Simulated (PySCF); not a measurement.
## B(H2S)H3: 4 charge schemes on one density

Species: B(H2S)H3.
Structure used (PBE0-D3(BJ)/def2-SVP), in Å, numbered top down from 1:
```
atom  x, y, z in Å
B1     0.1184   -0.1993   -0.8374
S2     0.1218   -0.2126    1.1578
H3     0.5243    1.0368    1.4893
H4    -1.1656    0.0492    1.4848
H5     1.3166   -0.2261   -1.0553
H6    -0.4684    0.8073   -1.1803
H7    -0.4471   -1.2553   -1.0587
```

Density: PBE0/pcSseg-1 (PySCF); schemes: Mulliken, IAO, Hirshfeld and ESP-fitted. Geometry: PBE0-D3(BJ)/def2-SVP; no solvent, vibrations or thermal averaging.

Q: Which atoms carry the lowest charge in the Mulliken, IAO, Hirshfeld and ESP-fitted schemes?

A: The schemes don't all agree: Mulliken B1 (-0.270); IAO B1 (-0.489); Hirshfeld B1 (-0.109); ESP-fitted H6 (-0.162).

Q: For which atoms does the sign change between the 4 schemes (beyond +0.03 e in one, beyond −0.03 e in another)?

A: B1 and S2. Atomic charges aren't observables, and each scheme defines them in its own way.

Q: What partial charge does each atom carry?

A: In e:

```tsv
atom	environment	Mulliken	IAO	Hirshfeld	ESP-fitted
B1	boron bonded to S and 3 H	-0.270	-0.489	-0.109	+0.070
S2	sulfur bonded to B and 2 H	-0.042	+0.260	+0.199	-0.119
H3	hydrogen on S2	+0.174	+0.115	+0.094	+0.209
H4	hydrogen on S2	+0.174	+0.116	+0.094	+0.209
H5	hydrogen on B1	-0.007	+0.002	-0.091	-0.103
H6	hydrogen on B1	-0.022	-0.007	-0.096	-0.162
H7	hydrogen on B1	-0.007	+0.002	-0.091	-0.104
```

Mean size of the charges over all atoms: IAO 0.142 e, ESP-fitted 0.139 e, Hirshfeld 0.111 e, Mulliken 0.099 e. Each set sums to the total charge, 0, to within 0.001 e. The Hirshfeld scheme weights the molecular density at each point by an atom's share of the summed free-atom densities.

Q: How many electrons does the ESP-fitted scheme count on B1?

A: Z − q = 5 − (+0.070) = 4.930.

Q: Sum the charges by element, for elements with more than one atom.

A: 
| element | atoms | Mulliken | IAO | Hirshfeld | ESP-fitted |
| --- | --- | --- | --- | --- | --- |
| H | 5 | +0.311 | +0.228 | -0.090 | +0.050 |

These values come from a run that also computed NMR shieldings. On an Arm Neoverse V1 with one thread, shared host, this took 2.4 s of wall time.
